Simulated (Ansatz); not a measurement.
Input file for C$_{3}$H$_{3}$FO (`OC1=C(F)C1`):

```yaml
crystal:
  periodic: [false, false, false]
  atoms:
    - {symbol: O, position_ang: [-0.445694, 0.724130, 1.622820]}
    - {symbol: C, position_ang: [-0.148274, 0.281579, 0.406471]}
    - {symbol: C, position_ang: [-0.050474, 0.319450, -0.871503]}
    - {symbol: F, position_ang: [-0.214326, 0.942670, -2.017613]}
    - {symbol: C, position_ang: [0.432976, -0.942572, -0.257530]}
    - {symbol: H, position_ang: [-0.818363, 1.610310, 1.555350]}
    - {symbol: H, position_ang: [-0.170142, -1.853844, -0.321790]}
    - {symbol: H, position_ang: [1.506498, -1.138823, -0.172107]}
basis:
  gaussian: {orbitals: def2-SVP}
correlation: {method: ccsd_t}
```

```sh
$ ansatz run in.yaml --threads 2 --pin off --events-out ev --progress --plain --max-ram 4352MiB
```

Output of Ansatz, abridged:

```
Functional definition: HF
853 factors; integrals over basis functions are off by at most 1.3e-3 eV
mean field evaluation 1: about -7869.7322 eV, gradient 3.1e1 eV
mean field evaluation 2: about -7869.8523 eV, gradient 3.1e1 eV
mean field evaluation 4: about -7872.0479 eV, gradient 4.1e0 eV
mean field evaluation 8: about -7872.0970 eV, gradient 3.5e-4 eV
mean field -7872.09696246 eV, -289.2942274715 hartree, gradient 7.5e-6 eV, S^2 0.000000; 0 other end points of the search recorded, 0 dependent functions left out
5 core orbitals not correlated: weight in the atoms' cores, before any rotation towards them, 1.000 or more for the frozen orbitals, at most 0.000 for the correlated occupied ones
reference -7872.09696246 eV, -289.2942274715 hartree; 14, 14 occupied and 66, 66 virtual orbitals, 853 factors
second order -20.69581522 eV of doubles, -0.00000000 eV of singles
cycle   1  -20.75638525 eV  change   -6.1e-2 eV  update   1.0e-1
cycle   2  -21.23528382 eV  change   -4.8e-1 eV  update   3.2e-2
cycle   3  -21.37347970 eV  change   -1.4e-1 eV  update   1.6e-2
cycle   4  -21.36903347 eV  change    4.4e-3 eV  update   3.4e-3
cycle   5  -21.36852247 eV  change    5.1e-4 eV  update   1.4e-3
cycle   6  -21.36915365 eV  change   -6.3e-4 eV  update   3.6e-4
cycle   7  -21.36894263 eV  change    2.1e-4 eV  update   1.2e-4
cycle   8  -21.36884858 eV  change    9.4e-5 eV  update   3.9e-5
cycle   9  -21.36884538 eV  change    3.2e-6 eV  update   1.5e-5
perturbative correction -0.66734164 eV, -0.0245243529 hartree
Total energy: -7894.13314948 eV, -290.1040424077 hartree
```

Run time 3.8 s (2 threads of an Intel Xeon Platinum 8259CL on a shared host); peak host memory 0.39 GiB.

MP2 recovers 93.9 % of the CCSD(T) correlation energy and the triples give 3.0 %; T1 = 0.0120.
